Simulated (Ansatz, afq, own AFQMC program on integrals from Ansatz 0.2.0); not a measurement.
**SiH2, singlet in cc-pVDZ, levels against full CI**

```xyz
3

Si    0.0000   -0.1424    0.0000
H     0.0000    1.9837   -2.1713
H     0.0000    1.9837    2.1713
```

Basis cc-pVDZ. Noble-gas cores (and the filled d shells of Ga–Kr and In–Xe) are frozen. Integrals, coupled cluster, full CI and functionals: Ansatz 0.2.0; the random walks run on the same integrals in our own AFQMC program. ph-AFQMC/CISD is guided by a CISD state made of CCSD amplitudes; releasing the constraint for a short imaginary time cuts its bias at the price of noise, slowly where states lie close. Uncertainties: one standard error, sampling alone.

Determinant: RHF, the one that the program's search chose, which needn't be the lowest solution. The geometry is a point of a scan.

Full CI on the same integrals is exact in this basis and with this determinant's frozen core.

Cautions: restricted determinant unstable towards unrestricted (UHF 3.68 eV lower, ⟨S²⟩ 1.85); strong correlation (T1 0.083, weight of the determinant 0.59, largest double 0.32); (T) is large, 8 % of the CCSD correlation; the released energies are still falling, so no released level is given (meV from the phaseless value at times in 1/Eh: -20 ± 9 at 0.24, -33 ± 7 at 0.51, -54 ± 10 at 0.99, -86 ± 10 at 1.62, -113 ± 13 at 2.40); CCSDTQ on the UHF determinant differs (37 meV higher), by its state or its frozen core.

The T1 diagnostic is 0.0825, the weight of the determinant in the CISD state is 0.595 and the size of the correlated space is 6 electrons in 23 orbitals.

```
  level  correlation energy (eV)
    MP2                  -3.4592
   CCSD                  -5.5480
CCSD(T)                  -5.9976
```

Question: Estimate where full CI lies against CCSD(T) on the same integrals.

Answer: 4.4 kJ/mol above CCSD(T).

Reference: full CI, correlation energy -5.952 eV. The cautions show a poor starting determinant, so the rows tell how each method copes with it here, and full CI is the sure value.

```tsv
level	E − E(reference) (kJ/mol)	share of correlation (%)
CCSD(T)	-4.4	100.76
CCSDT	-9.3	101.62
CCSDT(Q)	0.0	99.99
CCSDTQ	-0.9	100.16
ph-AFQMC/CISD	24.8 ± 0.6	95.69
```

CCSDT and higher add their correlation energy to the determinant of the CCSD(T) run, since their own runs factorise the integrals more tightly (a shift of under 2 meV). A walk keeps the symmetry of its determinant, which the program's search chose and which needn't be the lowest solution, so a lower state of the same spin and another symmetry isn't excluded.
